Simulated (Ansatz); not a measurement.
# SiH2 (triplet): wave-function methods side by side at distance Si1–H2 = 1.365 Å, cc-pVDZ

Aim: climb from Hartree-Fock through coupled cluster and multireference methods for SiH2 (triplet) at one geometry and basis, and see what each rung misses.

Computed with Ansatz 0.2.0, Gaussian basis. Level: cc-pVDZ, core rule «outside noble gas», up to 5 orbitals frozen.

The runs, in order: UHF; CCSD(T) on ROHF; CCSD(T) on UHF; BCCD(T) on ROHF; CISD; CCSDT(Q) on ROHF; CCSDT(Q) on UHF; CASSCF and MRCISD+Q, 4 electrons in 4 orbitals; CASSCF and NEVPT2, 4 electrons in 4 orbitals; CASSCF and MRCISD+Q, 6 electrons in 6 orbitals; CASSCF and NEVPT2, 6 electrons in 6 orbitals; Full CI.

17 further runs of the same task are left out: 14 that didn't finish, 3 set aside as unsound or not needed.

### 1 What is computed

The geometry derives from a PBE0/def2-TZVP stationary point (not a proven minimum). One bond is set to the value named and the two fragments are kept rigid.

3 atoms, charge 0, spin multiplicity 3.

Atoms are counted from 1 here; the program's logs count them from 0.

Bond lengths: Si1–H2 1.365 Å, Si1–H3 1.486 Å. Angles: H2–Si1–H3 118.7°.

### 2 UHF

in.yaml

```yaml
crystal:
  periodic: [false, false, false]
  atoms:
    - {symbol: Si, position_ang: [0.000000, -0.048674, -0.003486]}
    - {symbol: H, position_ang: [0.000000, 0.647273, -1.177745]}
    - {symbol: H, position_ang: [0.000000, 0.708978, 1.274888]}
basis:
  gaussian: {orbitals: cc-pVDZ}
magnetization: {spin_polarized: true, initial_magnetization: 2}
hamiltonian: {xc: hf}
output: {orbitals: {seedname: orbitals}}
```

The run is started by

```
$ ansatz run in.yaml --threads 1 --pin off --events-out ev --progress --plain --max-ram 2393MiB
```

After this run come: CCSD(T) on ROHF; CCSD(T) on UHF; BCCD(T) on ROHF; CISD; CCSDT(Q) on ROHF; CCSDT(Q) on UHF; CASSCF and MRCISD+Q, 4 electrons in 4 orbitals; CASSCF and NEVPT2, 4 electrons in 4 orbitals; CASSCF and MRCISD+Q, 6 electrons in 6 orbitals; CASSCF and NEVPT2, 6 electrons in 6 orbitals; Full CI.

Q: Predict the results of all the runs planned. Wanted: FCI below the RHF energy; RMP2 from FCI; UMP2 from FCI; RCCSD from FCI; RCCSD(T) from FCI; UCCSD(T) from FCI; RCCSDT(Q) from FCI; UCCSDT(Q) from FCI; NEVPT2 pair from FCI.

As calculated:

| quantity | value |
| --- | --- |
| FCI below the RHF energy | -2.6632 eV |
| RMP2 from FCI | +15.08 kcal/mol |
| UMP2 from FCI | +14.98 kcal/mol |
| RCCSD from FCI | +1.48 kcal/mol |
| RCCSD(T) from FCI | +0.37 kcal/mol |
| UCCSD(T) from FCI | +0.36 kcal/mol |
| RCCSDT(Q) from FCI | 0.00 kcal/mol |
| UCCSDT(Q) from FCI | 0.00 kcal/mol |
| NEVPT2 pair from FCI | +15.06 kcal/mol |
| MRCISD+Q pair from FCI | -0.28 kcal/mol |
| NEVPT2 valence from FCI | +13.71 kcal/mol |
| levels within 1 kcal/mol (43 meV) | RCCSD(T), UCCSD(T), BCCD(T), RCCSDT, UCCSDT, RCCSDT(Q), UCCSDT(Q), MRCISD+Q pair, MRCISD+Q valence |
| T1 diagnostic | 0.020 |
| effectively unpaired electrons | 2.02 |

**Reading.** RCCSD(T) misses by +0.37 kcal/mol, 0.6 % of the correlation energy. MRCISD+Q pair falls below full CI: the +Q correction isn't variational, and the cores differ from full CI's. One determinant dominates. Of the multireference levels listed MRCISD+Q valence comes nearest in total energy (+0.05 kcal/mol), which doesn't show that its space is the better one. These misses are within one basis, not against nature; the frozen cores of restricted and unrestricted runs differ, which can shift their rows.
